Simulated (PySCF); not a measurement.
Structure problem from calculated spectra and properties.

Formula: C2N2.

* UV, first state: lowest singlet excitation: 6.00 eV (207 nm, f = 0.000) [TDDFT wB97X-D/def2-SVPD]
* UV, strongest line: among the 10 lowest singlet transitions: S9 at 9.31 eV (133 nm, f = 1.181) [TDDFT wB97X-D/def2-SVPD]
* NMR, other nuclei: isotropic shieldings of nuclei other than C and H, by class: 15 (1 N), 96 (1 N) ppm [GIAO PBE0/pcSseg-1]
* Dipole: 0.94 D [wB97X-D/def2-SVPD]
* 13C NMR: chemical shifts (computed TMS as zero) by class: 195.7 (1 C), 100.5 (1 C) ppm [GIAO PBE0/pcSseg-1]
* Couplings: largest of the computed one-bond spin–spin couplings (means over like bonds): 15N–13C -56.0, 15N–13C -18.2, 15N–13C -4.6 Hz [B3LYP/pcJ-1]
* Rotational structure: rotational constant B (linear): 5.179 GHz [PBE0-D3(BJ)/def2-SVP]
* Triplet: lowest triplet excitation (Tamm–Dancoff): 5.02 eV [TDA wB97X-D/def2-SVPD]

The electronic properties come from PySCF, for the isolated species, density fitting. Levels stand in brackets. Geometry: PBE0-D3(BJ)/def2-SVP; no solvent, vibrations or thermal averaging. NMR classes are plain means over equivalent atoms (diastereotopic ones count apart unless rotation or inversion swaps them), as if these changed places fast.

Problem. Give a SMILES that accounts for the data.

Solution. Numbering: `[C-:1]#[N+:2][C:3]#[N:4]`. 2 carbons fall into 2 classes; from least to most shielded: isocyanide carbon [C1] (195.7 ppm), cyano carbon [C3] (100.5 ppm). The other shieldings belong to: 15 ppm, cyano nitrogen [N4]; 96 ppm, isocyanide nitrogen [N2]. The couplings run between: -56.0 Hz, isocyanide nitrogen [N2] and cyano carbon [C3]; -18.2 Hz, cyano nitrogen [N4] and cyano carbon [C3]; -4.6 Hz, isocyanide nitrogen [N2] and isocyanide carbon [C1]. The optimised geometry has point group C∞v and is a linear rotor. Structure: `[C-]#[N+]C#N` (isocyanogen). The assignments are read from this structure; whether some other isomer fits the data as well wasn't checked.
